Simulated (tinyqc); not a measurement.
Worked calculation (part 1 of 3): UKS/LDA (PW92) in the sto-3g basis, for H2O+, spin multiplicity 2. Computed by tinyqc, a small Python program that keeps every step (integrals from PySCF). Settings: charge = 1, multiplicity = 2, basis = sto-3g, energy threshold = 1e-10, iteration cap = 50, orthogonalisation = symmetric, start = random, DIIS depth = 0, method = UKS, functional = lda,pw, grid = [30, 26]. Command: `OMP_NUM_THREADS=1 python tinyqc.py 30635 30636 out.jsonl` (the two numbers bound the seeds that draw the settings). One thread of a shared host (Intel(R) Xeon(R) Processor @ 2.60GHz), about 2 s of CPU time with the checks. Later iterations appear only in the table of the cycle.

## One-electron integrals

Geometry (angstrom):
```
atom         x          y         z
O     0.000000   0.000000  0.000000
H     0.000000   0.759000  0.497000
H     0.000000  -0.822000  0.539000
```

Basis sto-3g: exponents (1/bohr^2) and contraction coefficients of normalised primitives:
```
element  l (shell)    exponent  coefficient
O            s (1)  130.709320     0.154329
O            s (1)   23.808861     0.535328
O            s (1)    6.443608     0.444635
O            s (2)    5.033151    -0.099967
O            s (2)    1.169596     0.399513
O            s (2)    0.380389     0.700115
O            p (3)    5.033151     0.155916
O            p (3)    1.169596     0.607684
O            p (3)    0.380389     0.391957
H            s (1)    3.425251     0.154329
H            s (1)    0.623914     0.535328
H            s (1)    0.168855     0.444635
```

Overlap, kinetic and nuclear-attraction integrals over the contracted functions; the nuclear repulsion is the sum of Za Zb / Rab.

nuclear repulsion = 9.30765414 hartree

overlap S:
```
           1O 1s     1O 2s    1O 2px     1O 2py    1O 2pz     2H 1s      3H 1s
1O 1s   1.000000  0.236704  0.000000   0.000000  0.000000  0.060741   0.050772
1O 2s   0.236704  1.000000  0.000000   0.000000  0.000000  0.508132   0.458057
1O 2px  0.000000  0.000000  1.000000   0.000000  0.000000  0.000000   0.000000
1O 2py  0.000000  0.000000  0.000000   1.000000  0.000000  0.343172  -0.321420
1O 2pz  0.000000  0.000000  0.000000   0.000000  1.000000  0.224712   0.210761
2H 1s   0.060741  0.508132  0.000000   0.343172  0.224712  1.000000   0.228179
3H 1s   0.050772  0.458057  0.000000  -0.321420  0.210761  0.228179   1.000000
```

kinetic energy T (hartree):
```
            1O 1s      1O 2s    1O 2px     1O 2py    1O 2pz     2H 1s      3H 1s
1O 1s   29.003200  -0.168011  0.000000   0.000000  0.000000  0.001546  -0.004176
1O 2s   -0.168011   0.808128  0.000000   0.000000  0.000000  0.154026   0.116588
1O 2px   0.000000   0.000000  2.528731   0.000000  0.000000  0.000000   0.000000
1O 2py   0.000000   0.000000  0.000000   2.528731  0.000000  0.271173  -0.221462
1O 2pz   0.000000   0.000000  0.000000   0.000000  2.528731  0.177566   0.145217
2H 1s    0.001546   0.154026  0.000000   0.271173  0.177566  0.760032   0.003584
3H 1s   -0.004176   0.116588  0.000000  -0.221462  0.145217  0.003584   0.760032
```

nuclear attraction V (hartree):
```
             1O 1s       1O 2s     1O 2px      1O 2py      1O 2pz      2H 1s      3H 1s
1O 1s   -61.740088   -7.448574   0.000000   -0.002146   -0.017538  -1.970776  -1.642259
1O 2s    -7.448574  -10.156967   0.000000   -0.020410   -0.204843  -4.205711  -3.699014
1O 2px    0.000000    0.000000  -9.997751    0.000000    0.000000   0.000000   0.000000
1O 2py   -0.002146   -0.020410   0.000000  -10.178343   -0.010366  -2.544868   2.302990
1O 2pz   -0.017538   -0.204843   0.000000   -0.010366  -10.075282  -1.730076  -1.571551
2H 1s    -1.970776   -4.205711   0.000000   -2.544868   -1.730076  -6.020126  -1.496722
3H 1s    -1.642259   -3.699014   0.000000    2.302990   -1.571551  -1.496722  -5.725553
```

core Hamiltonian H = T + V (hartree):
```
             1O 1s      1O 2s     1O 2px     1O 2py     1O 2pz      2H 1s      3H 1s
1O 1s   -32.736888  -7.616585   0.000000  -0.002146  -0.017538  -1.969229  -1.646434
1O 2s    -7.616585  -9.348839   0.000000  -0.020410  -0.204843  -4.051684  -3.582426
1O 2px    0.000000   0.000000  -7.469019   0.000000   0.000000   0.000000   0.000000
1O 2py   -0.002146  -0.020410   0.000000  -7.649611  -0.010366  -2.273695   2.081527
1O 2pz   -0.017538  -0.204843   0.000000  -0.010366  -7.546551  -1.552510  -1.426334
2H 1s    -1.969229  -4.051684   0.000000  -2.273695  -1.552510  -5.260094  -1.493138
3H 1s    -1.646434  -3.582426   0.000000   2.081527  -1.426334  -1.493138  -4.965521
```

## Two-electron integrals

Functions are numbered as in S; the eight-fold symmetry (ij|kl) = (ji|kl) = (kl|ij) leaves the list below.

Two-electron integrals (ij|kl) in chemists' order, unique and non-zero (hartree):
```
(11|11) 4.785065    (21|11) 0.741380    (21|21) 0.136873    (22|11) 1.118947
(22|21) 0.256633    (22|22) 0.817206    (31|31) 0.024477    (32|31) 0.037809
(32|32) 0.180518    (33|11) 1.115814    (33|21) 0.256684    (33|22) 0.817023
(33|33) 0.880159    (41|41) 0.024477    (42|41) 0.037809    (42|42) 0.180518
(43|43) 0.047444    (44|11) 1.115814    (44|21) 0.256684    (44|22) 0.817023
(44|33) 0.785270    (44|44) 0.880159    (51|51) 0.024477    (52|51) 0.037809
(52|52) 0.180518    (53|53) 0.047444    (54|54) 0.047444    (55|11) 1.115814
(55|21) 0.256684    (55|22) 0.817023    (55|33) 0.785270    (55|44) 0.785270
(55|55) 0.880159    (61|11) 0.193622    (61|21) 0.035411    (61|22) 0.065856
(61|33) 0.065734    (61|41) 0.001351    (61|42) 0.002516    (61|44) 0.065995
(61|51) 0.000884    (61|52) 0.001647    (61|54) 0.000171    (61|55) 0.065846
(61|61) 0.009278    (62|11) 0.439511    (62|21) 0.101927    (62|22) 0.355692
(62|33) 0.349932    (62|41) 0.006336    (62|42) 0.047020    (62|44) 0.361798
(62|51) 0.004149    (62|52) 0.030789    (62|54) 0.007770    (62|55) 0.355020
(62|61) 0.026814    (62|62) 0.186660    (63|31) 0.011041    (63|32) 0.062886
(63|43) 0.009937    (63|53) 0.006507    (63|63) 0.027629    (64|11) 0.253235
(64|21) 0.059529    (64|22) 0.221946    (64|33) 0.211724    (64|41) 0.014316
(64|42) 0.090977    (64|44) 0.238983    (64|51) 0.002145    (64|52) 0.018394
(64|54) 0.011343    (64|55) 0.214891    (64|61) 0.016400    (64|62) 0.141492
(64|64) 0.133759    (65|11) 0.165820    (65|21) 0.038980    (65|22) 0.145332
(65|33) 0.138639    (65|41) 0.002145    (65|42) 0.018394    (65|44) 0.143475
(65|51) 0.012445    (65|52) 0.074931    (65|54) 0.013104    (65|55) 0.153726
(65|61) 0.010739    (65|62) 0.092650    (65|64) 0.069495    (65|65) 0.073135
(66|11) 0.556526    (66|21) 0.131153    (66|22) 0.521560    (66|33) 0.500300
(66|41) 0.011220    (66|42) 0.111976    (66|44) 0.544509    (66|51) 0.007347
(66|52) 0.073323    (66|54) 0.028949    (66|55) 0.519255    (66|61) 0.034866
(66|62) 0.334068    (66|64) 0.289559    (66|65) 0.189606    (66|66) 0.774606
(71|11) 0.161469    (71|21) 0.029552    (71|22) 0.055031    (71|33) 0.054926
(71|41) -0.001139   (71|42) -0.002129   (71|44) 0.055152    (71|51) 0.000747
(71|52) 0.001396    (71|54) -0.000148   (71|55) 0.055023    (71|61) 0.007611
(71|62) 0.021640    (71|64) 0.012023    (71|65) 0.008677    (71|66) 0.027730
(71|71) 0.006464    (72|11) 0.386022    (72|21) 0.089615    (72|22) 0.315151
(72|33) 0.309855    (72|41) -0.005616   (72|42) -0.042592   (72|44) 0.320758
(72|51) 0.003683    (72|52) 0.027929    (72|54) -0.007150   (72|55) 0.314543
(72|61) 0.022767    (72|62) 0.134484    (72|64) 0.069690    (72|65) 0.065148
(72|66) 0.199205    (72|71) 0.019714    (72|72) 0.149463    (73|31) 0.009459
(73|32) 0.054764    (73|43) -0.008889   (73|53) 0.005829    (73|63) 0.018935
(73|73) 0.021502    (74|11) -0.230028   (74|21) -0.054100   (74|22) -0.203182
(74|33) -0.193927   (74|41) 0.012436    (74|42) 0.080829    (74|44) -0.218532
(74|51) -0.001952   (74|52) -0.017092   (74|54) 0.010305    (74|55) -0.196862
(74|61) -0.013121   (74|62) -0.073110   (74|64) -0.019437   (74|65) -0.034550
(74|66) -0.095647   (74|71) -0.012437   (74|72) -0.117043   (74|74) 0.112119
(75|11) 0.150833    (75|21) 0.035475    (75|22) 0.133230    (75|33) 0.127161
(75|41) -0.001952   (75|42) -0.017092   (75|44) 0.131638    (75|51) 0.010739
(75|52) 0.065971    (75|54) -0.011824   (75|55) 0.140743    (75|61) 0.009419
(75|62) 0.066693    (75|64) 0.033813    (75|65) 0.050743    (75|66) 0.108254
(75|71) 0.008155    (75|72) 0.076747    (75|74) -0.059419   (75|75) 0.060464
(76|11) 0.150387    (76|21) 0.035158    (76|22) 0.132051    (76|33) 0.129327
(76|41) -0.000063   (76|42) -0.000708   (76|44) 0.132271    (76|51) 0.002337
(76|52) 0.020249    (76|54) -0.000177   (76|55) 0.134417    (76|61) 0.009127
(76|62) 0.066852    (76|64) 0.043320    (76|65) 0.037434    (76|66) 0.119565
(76|71) 0.007638    (76|72) 0.060626    (76|74) -0.041369   (76|75) 0.034886
(76|76) 0.029034    (77|11) 0.520000    (77|21) 0.122682    (77|22) 0.494098
(77|33) 0.474029    (77|41) -0.010116   (77|42) -0.105158   (77|44) 0.515706
(77|51) 0.006634    (77|52) 0.068954    (77|54) -0.027328   (77|55) 0.491949
(77|61) 0.031055    (77|62) 0.213502    (77|64) 0.097567    (77|65) 0.113238
(77|66) 0.329568    (77|71) 0.027242    (77|72) 0.292638    (77|74) -0.261703
(77|75) 0.171603    (77|76) 0.119565    (77|77) 0.774606
```

## Orthogonalisation

S = U s U^T; symmetric (Loewdin) form X = U s^(-1/2) U^T, so that X^T S X = 1.

eigenvalues of S: 0.326306  0.411572  0.893563  1.000000  1.082019  1.368513  1.918026

X:
```
            1O 1s      1O 2s    1O 2px     1O 2py     1O 2pz      2H 1s      3H 1s
1O 1s    1.024282  -0.144400  0.000000  -0.001279  -0.009538   0.023500   0.021513
1O 2s   -0.144400   1.263162  0.000000   0.022315   0.106341  -0.339487  -0.278263
1O 2px   0.000000   0.000000  1.000000   0.000000   0.000000   0.000000   0.000000
1O 2py  -0.001279   0.022315  0.000000   1.131268   0.008224  -0.263892   0.234320
1O 2pz  -0.009538   0.106341  0.000000   0.008224   1.046899  -0.147219  -0.126337
2H 1s    0.023500  -0.339487  0.000000  -0.263892  -0.147219   1.247218  -0.083334
3H 1s    0.021513  -0.278263  0.000000   0.234320  -0.126337  -0.083334   1.192641
```

## Starting guess

The start is random orthonormal orbitals; D(s) = C_occ C_occ^T for each spin.

D(alpha) at the start:
```
            1O 1s      1O 2s     1O 2px     1O 2py     1O 2pz      2H 1s      3H 1s
1O 1s    0.593506  -0.019612   0.214460   0.076068  -0.275785   0.122719  -0.293692
1O 2s   -0.019612   1.583671  -0.239222  -0.011710   0.433989  -0.871430  -0.437321
1O 2px   0.214460  -0.239222   0.332612  -0.244955  -0.252619  -0.030958  -0.016037
1O 2py   0.076068  -0.011710  -0.244955   1.314920  -0.059644  -0.667485   0.557681
1O 2pz  -0.275785   0.433989  -0.252619  -0.059644   0.805665  -0.369375  -0.602487
2H 1s    0.122719  -0.871430  -0.030958  -0.667485  -0.369375   1.767911  -0.142498
3H 1s   -0.293692  -0.437321  -0.016037   0.557681  -0.602487  -0.142498   1.213775
```

D(beta) at the start:
```
            1O 1s      1O 2s     1O 2px     1O 2py     1O 2pz      2H 1s      3H 1s
1O 1s    0.541790   0.113013   0.178579   0.234326  -0.180726  -0.159621  -0.258198
1O 2s    0.113013   1.243552  -0.147207  -0.417563   0.190208  -0.147365  -0.528346
1O 2px   0.178579  -0.147207   0.307718  -0.135155  -0.186667  -0.226847   0.008589
1O 2py   0.234326  -0.417563  -0.135155   0.830627  -0.350540   0.196520   0.449063
1O 2pz  -0.180726   0.190208  -0.186667  -0.350540   0.630936   0.149598  -0.667729
2H 1s   -0.159621  -0.147365  -0.226847   0.196520   0.149598   0.226479   0.051282
3H 1s   -0.258198  -0.528346   0.008589   0.449063  -0.667729   0.051282   1.189414
```

## Iteration 1: exchange-correlation on the grid

Becke grid with 30 radial and 26 angular points per atom, points of zero weight dropped. rho = sum D_ij phi_i phi_j; V_xc,ij = sum w v_xc phi_i phi_j; v_xc is d(rho eps)/d rho(s) for spin s.

The 16 grid points with the largest w rho, of 2328 (bohr, atomic units):
```
x                  y          z         w  rho(alpha)  rho(beta)     eps_xc  v_xc(alpha)
0.000000   -0.810183   0.000000  0.064538    0.462612   0.415371  -0.777725    -1.035457
0.000000   -0.996599   0.000000  0.099086    0.293532   0.264251  -0.674714    -0.896759
-0.704702   0.000000   0.704702  0.093868    0.293122   0.244459  -0.667590    -0.894498
0.000000    0.000000   0.996599  0.114064    0.227574   0.189204  -0.616658    -0.825728
-0.996599   0.000000   0.000000  0.118909    0.205786   0.182664  -0.602799    -0.801479
-0.856645   0.000000   0.856645  0.155637    0.158033   0.136773  -0.553411    -0.737077
-0.704702   0.704702   0.000000  0.089554    0.285589   0.220029  -0.655873    -0.885328
0.000000    0.000000   0.810183  0.067118    0.371073   0.297777  -0.715258    -0.962863
-0.572886   0.000000   0.572886  0.054150    0.452215   0.368485  -0.762417    -1.025576
0.000000   -0.649655   0.000000  0.037051    0.638094   0.559498  -0.857653    -1.146103
-1.211479   0.000000   0.000000  0.201703    0.114768   0.103564  -0.504021    -0.667673
0.000000    0.704702  -0.704702  0.094817    0.235876   0.215654  -0.631571    -0.837391
0.000000    0.000000  -0.996599  0.118983    0.182006   0.175800  -0.587272    -0.773165
0.000000    0.810183   0.000000  0.062263    0.391893   0.278132  -0.717694    -0.976840
0.000000    0.000000  -1.211479  0.202041    0.104700   0.100453  -0.494237    -0.650188
0.000000   -0.704702  -0.704702  0.094966    0.243360   0.192024  -0.625668    -0.842181
```

electrons on the grid, sum of w rho = 9.006837

E_xc = sum of w rho eps_xc = -6.33588605 hartree

V_xc(alpha) (hartree):
```
            1O 1s      1O 2s     1O 2px     1O 2py     1O 2pz      2H 1s      3H 1s
1O 1s   -2.479674  -0.375728  -0.001990  -0.001817   0.007629  -0.098229  -0.081941
1O 2s   -0.375728  -0.766411   0.036788   0.008878  -0.011348  -0.332991  -0.294187
1O 2px  -0.001990   0.036788  -0.723218   0.023547   0.025238   0.020867   0.010123
1O 2py  -0.001817   0.008878   0.023547  -0.799421   0.002277  -0.217313   0.200318
1O 2pz   0.007629  -0.011348   0.025238   0.002277  -0.765265  -0.145239  -0.129564
2H 1s   -0.098229  -0.332991   0.020867  -0.217313  -0.145239  -0.561071  -0.119538
3H 1s   -0.081941  -0.294187   0.010123   0.200318  -0.129564  -0.119538  -0.524919
```

V_xc(beta) (hartree):
```
            1O 1s      1O 2s     1O 2px     1O 2py     1O 2pz      2H 1s      3H 1s
1O 1s   -2.421014  -0.364837  -0.001783  -0.002996   0.007224  -0.095291  -0.079621
1O 2s   -0.364837  -0.740226   0.035560   0.018636  -0.005340  -0.310395  -0.287622
1O 2px  -0.001783   0.035560  -0.703704   0.020887   0.023719   0.020801   0.010082
1O 2py  -0.002996   0.018636   0.020887  -0.765679   0.014008  -0.192484   0.199847
1O 2pz   0.007224  -0.005340   0.023719   0.014008  -0.740382  -0.128881  -0.127093
2H 1s   -0.095291  -0.310395   0.020801  -0.192484  -0.128881  -0.468164  -0.113040
3H 1s   -0.079621  -0.287622   0.010082   0.199847  -0.127093  -0.113040  -0.521275
```

## Iteration 1: building the Kohn-Sham matrix

J_ij = sum D_kl (ij|kl) with D = D(alpha) + D(beta); F = H + J + V_xc; E = tr D H + tr D J / 2 + E_xc + E_nn.

Coulomb J (hartree):
```
            1O 1s      1O 2s     1O 2px     1O 2py     1O 2pz      2H 1s      3H 1s
1O 1s   12.786768   2.538389  -0.015813  -0.004523  -0.000137   0.654985   0.547890
1O 2s    2.538389   6.862551  -0.143035  -0.059765   0.128480   3.036403   2.733381
1O 2px  -0.015813  -0.143035   6.763751  -0.041059  -0.045125  -0.067722  -0.043336
1O 2py  -0.004523  -0.059765  -0.041059   6.960146  -0.014357   1.910731  -1.823464
1O 2pz  -0.000137   0.128480  -0.045125  -0.014357   6.849683   1.303237   1.217025
2H 1s    0.654985   3.036403  -0.067722   1.910731   1.303237   4.730166   1.163118
3H 1s    0.547890   2.733381  -0.043336  -1.823464   1.217025   1.163118   4.673252
```

F(alpha) (hartree):
```
             1O 1s      1O 2s     1O 2px     1O 2py     1O 2pz      2H 1s      3H 1s
1O 1s   -22.429794  -5.453924  -0.017803  -0.008487  -0.010047  -1.412473  -1.180486
1O 2s    -5.453924  -3.252699  -0.106247  -0.071297  -0.087711  -1.348272  -1.143232
1O 2px   -0.017803  -0.106247  -1.428486  -0.017512  -0.019887  -0.046855  -0.033212
1O 2py   -0.008487  -0.071297  -0.017512  -1.488886  -0.022446  -0.580277   0.458381
1O 2pz   -0.010047  -0.087711  -0.019887  -0.022446  -1.462133  -0.394512  -0.338873
2H 1s    -1.412473  -1.348272  -0.046855  -0.580277  -0.394512  -1.090999  -0.449558
3H 1s    -1.180486  -1.143232  -0.033212   0.458381  -0.338873  -0.449558  -0.817188
```

F(beta) (hartree):
```
             1O 1s      1O 2s     1O 2px     1O 2py     1O 2pz      2H 1s      3H 1s
1O 1s   -22.371134  -5.443033  -0.017596  -0.009666  -0.010452  -1.409536  -1.178166
1O 2s    -5.443033  -3.226514  -0.107475  -0.061539  -0.081702  -1.325676  -1.136668
1O 2px   -0.017596  -0.107475  -1.408973  -0.020172  -0.021406  -0.046921  -0.033253
1O 2py   -0.009666  -0.061539  -0.020172  -1.455144  -0.010715  -0.555448   0.457911
1O 2pz   -0.010452  -0.081702  -0.021406  -0.010715  -1.437250  -0.378155  -0.336403
2H 1s    -1.409536  -1.325676  -0.046921  -0.555448  -0.378155  -0.998092  -0.443060
3H 1s    -1.178166  -1.136668  -0.033253   0.457911  -0.336403  -0.443060  -0.813544
```

total energy of this density = -57.11538103 hartree
